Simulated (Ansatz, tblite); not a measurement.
Cost and result up the ladder for BH2(NH2) (BNH₄) (6 atoms). Charge 0, multiplicity 1. Geometry: PBE-D4/def2-TZVP.

```xyz
6

B     0.332   -0.583    0.157
H     0.000   -1.193    1.139
H     1.222   -0.956   -0.560
N    -0.339    0.596   -0.161
H    -0.116    1.163   -0.972
H    -1.099    0.973    0.396
```

Ansatz on 4 threads of Intel Xeon Platinum 8488C on a shared host; xTB runs through tblite on one thread. Times are rough, summed over both states, and most runs start from the orbitals of an earlier one. PBE0-D4/def2-TZVP serves as the yardstick here, not as an exact answer. The other state is a triplet.

The xTB rows come from tblite.

xTB has no spin-polarisation term.

```json
{"level": "PBE0-D4/def2-TZVP", "functions": "86", "vertical triplet (eV)": "6.17", "difference from PBE0-D4/def2-TZVP (eV)": "0.00"}
{"level": "r2SCAN-D4/def2-TZVP", "functions": "86", "vertical triplet (eV)": "6.01", "difference from PBE0-D4/def2-TZVP (eV)": "-0.16"}
{"level": "PBE-D4/def2-TZVP", "functions": "86", "vertical triplet (eV)": "6.00", "difference from PBE0-D4/def2-TZVP (eV)": "-0.17"}
{"level": "GFN2-xTB", "functions": "12", "vertical triplet (eV)": "6.33", "difference from PBE0-D4/def2-TZVP (eV)": "0.15"}
{"level": "GFN1-xTB", "functions": "16", "vertical triplet (eV)": "6.39", "difference from PBE0-D4/def2-TZVP (eV)": "0.22"}
```

Question: Estimate how long each takes.

Answer: GFN2-xTB 0.004 s; GFN1-xTB 0.012 s; PBE-D4/def2-TZVP 0.75 s; PBE0-D4/def2-TZVP 1.3 s; r2SCAN-D4/def2-TZVP 1.3 s. On shared hardware such times vary by a factor of up to 3.
